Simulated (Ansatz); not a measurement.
**CHOSi+ (triplet): wave-function methods side by side, def2-QZVPP**

An exercise on one series of results from a longer session: the logs are not shown, and one member is left open.

The runs use Ansatz 0.2.0, Gaussian basis; def2-QZVPP, core rule «outside noble gas», up to 7 orbitals frozen.

To be run: UHF; ROHF; CCSD(T) on UHF.

4 further runs of the same task are left out: 4 set aside as unsound or not needed.

## What is computed

The geometry is a PBE0/def2-TZVP stationary point (not a proven minimum) of the parent state, kept for this charge and spin.

4 atoms, charge 1, spin multiplicity 3.

Atoms are counted from 1 here; the program's logs count them from 0.

Bond lengths: C1–O2 1.287 Å, C1–H4 1.117 Å, O2–Si3 1.632 Å. Angles: O2–C1–H4 105.9°, C1–O2–Si3 170.9°.

The first run:

Contents of in.yaml:

```yaml
crystal:
  periodic: [false, false, false]
  atoms:
    - {symbol: C, position_ang: [0.000000, -0.161310, 1.776890]}
    - {symbol: O, position_ang: [0.000000, 0.032795, 0.504320]}
    - {symbol: Si, position_ang: [0.000000, 0.019652, -1.127630]}
    - {symbol: H, position_ang: [0.000000, 0.854039, 2.241729]}
basis:
  gaussian: {orbitals: "def2-QZVPP.json"}
total_charge: 1
magnetization: {spin_polarized: true, initial_magnetization: 2}
hamiltonian: {xc: hf}
output: {orbitals: {seedname: orbitals}}
```

Command:

```bash
$ ansatz run in.yaml --threads 1 --pin off --events-out ev --progress --plain --max-ram 2393MiB
```

Among the steps run: UHF; ROHF; CCSD(T) on UHF.

One table of the session follows, with a row left open; its other results are not shown here.

It belongs to the step «Misses and costs». 

| method | from UCCSD(T) (meV) |
| --- | --- |
| ROHF | +13265.7 |
| UHF | +13109.6 |
| UMP2 | ? |
| UCCSD | +605.0 |
| UCCSD(T) | 0 |

Estimate the missing values for UMP2.

**Answer.** from UCCSD(T) (meV): +1122.3. In the column «from UCCSD(T) (meV)» it lies between UCCSD (+605.0) and UHF (+13109.6).
